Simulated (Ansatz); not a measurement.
## Several solutions for doublet PO

```xyz
2

P     0.0000    0.0000    0.0000
O     0.0000    0.0000    2.6640
```

Basis set: def2-SVP (spherical functions). Charge 0, multiplicity 2.

PBE0 (unrestricted) was run from several starts with Ansatz (development build ahead of 0.2.0).

```json
{"run": "A", "program": "Ansatz", "start": "stability test followed", "converged": "yes", "energy (hartree)": "-415.94400", "<S²>": "2.34"}
{"run": "B", "program": "Ansatz", "start": "search for the lowest state", "converged": "yes", "energy (hartree)": "-415.96664", "<S²>": "2.39"}
{"run": "C", "program": "Ansatz", "start": "atomic start, no search", "converged": "yes", "energy (hartree)": "-415.94400", "<S²>": "2.34"}
```

Question: Which runs reached the lowest solution of this kind, and what is wrong with the others?

Answer: B reached the lowest solution found. Converged but too high: A by 0.62 eV, C by 0.62 eV. Convergence only shows a stationary point, and even a stable one can lie too high; stability tests and further starts are what find lower ones. Caution: the unrestricted determinant is a mixture of spin states.
